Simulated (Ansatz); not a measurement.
Results of BLYP (Ansatz, an electronic-structure program, plane waves, PAW) for α-quartz (SiO2).

Run with plane-wave cutoff 520 eV, 12×12×6 k mesh (along the axes of the cell as run), Fermi–Dirac smearing 0.01 eV, scalar-relativistic PAW data made under PBE.

The cell has the measured lattice parameters. Conventional cell: a = 4.9134 Å, b = 4.9134 Å, c = 5.4051 Å, α = 90.00°, β = 90.00°, γ = 120.00°.

```yaml
crystal:
  lattice:
    - [2.45672, -4.25516, 0.00000]
    - [2.45672, 4.25516, 0.00000]
    - [0.00000, 0.00000, 5.40512]
  atoms:
    - { symbol: Si, position: [0.00000, 0.47000, 0.33333] }
    - { symbol: Si, position: [0.53000, 0.53000, 0.00000] }
    - { symbol: Si, position: [0.47000, 0.00000, 0.66667] }
    - { symbol: O, position: [0.26780, 0.41460, 0.21457] }
    - { symbol: O, position: [0.58540, 0.85320, 0.88124] }
    - { symbol: O, position: [0.73220, 0.14680, 0.45210] }
    - { symbol: O, position: [0.85320, 0.58540, 0.11876] }
    - { symbol: O, position: [0.41460, 0.26780, 0.78543] }
    - { symbol: O, position: [0.14680, 0.73220, 0.54790] }
```

List the 31 lowest band energies at Γ above −25 eV (eV, relative to the valence band maximum), grouping those that round alike.

At Γ: -19.35, -17.82 (×2), -17.19, -17.15 (×2), -8.19 (×2), -5.39, -5.36, -5.21 (×2), -2.92 (×2), -2.68, -2.42, -1.49 (×2), -1.46, -0.99 (×2), -0.69, -0.31 (×2), 6.08, 9.41 (×2), 9.88 (×2), 11.09, 11.79.

Note: cell and atoms aren't relaxed at this level (largest force component 0.39 eV/Å, pressure 9.1 GPa).
